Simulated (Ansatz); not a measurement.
Compounds of Si with 4 ligands, in which F is traded for OH. Quantity: electronic atomisation energy to ground-state atoms, in kcal/mol. Structures are relaxed separately at B3LYP-D3(BJ)/def2-TZVP in Ansatz (a program for electronic structure), one conformer each, not searched for the lowest. Cores are frozen in the correlated levels unless marked. UHF or UKS for open shells. Spin-orbit coupling is left out. Non-relativistic. Basis-set limits of correlation are two-point, X^-3; Hartree-Fock from the larger set. The bracket is a focal-point correction in the basis named. The first level has limits of its own: it lacks core correlation, which all-electron functionals hold.

```tsv
n(OH)	species (SMILES)	RI-MP2/CBS(aug-cc-pV(T+d)Z,aug-cc-pV(Q+d)Z)+[CCSD(T)-MP2]/aug-cc-pV(T+d)Z (Ansatz)	PBE/def2-TZVPD (Ansatz)	r2SCAN-D4/def2-TZVPD (Ansatz + dftd4)
0	F[Si](F)(F)F	576.3	569.1	567.9
1	O[Si](F)(F)F	659.8	653.1	650.8
2	O[Si](O)(F)F	?	?	?
3	O[Si](O)(O)F	824.5	818.6	813.9
```

Question: Fit a straight line through the known rows at each level by least squares, predict the withheld row (n(OH) = 2), and compare with the run.

Answer: 
- The known rows have mean n(OH) = 1.33333 and Σ(n(OH) - mean)² = 4.6667.
- RI-MP2/CBS(aug-cc-pV(T+d)Z,aug-cc-pV(Q+d)Z)+[CCSD(T)-MP2]/aug-cc-pV(T+d)Z: mean 686.867, Σ(n(OH) - mean)(y - mean) = 385.833, slope 82.678 kcal/mol a step; the line gives 686.867 + (82.678)×(2 - 1.33333) = 742.0; the run gives 742.7, +0.7 from the line, whose largest residual on the known rows is 0.5.
- PBE/def2-TZVPD: mean 680.267, Σ(n(OH) - mean)(y - mean) = 387.833, slope 83.106 kcal/mol a step; the line gives 680.267 + (83.106)×(2 - 1.33333) = 735.7; the run gives 736.3, +0.6 from the line, whose largest residual on the known rows is 0.5.
- r2SCAN-D4/def2-TZVPD: mean 677.533, Σ(n(OH) - mean)(y - mean) = 382.367, slope 81.935 kcal/mol a step; the line gives 677.533 + (81.935)×(2 - 1.33333) = 732.2; the run gives 732.8, +0.6 from the line, whose largest residual on the known rows is 0.6.
- PBE minus the first level along the series: -7.2, -6.7, -6.4, -5.9 kcal/mol.
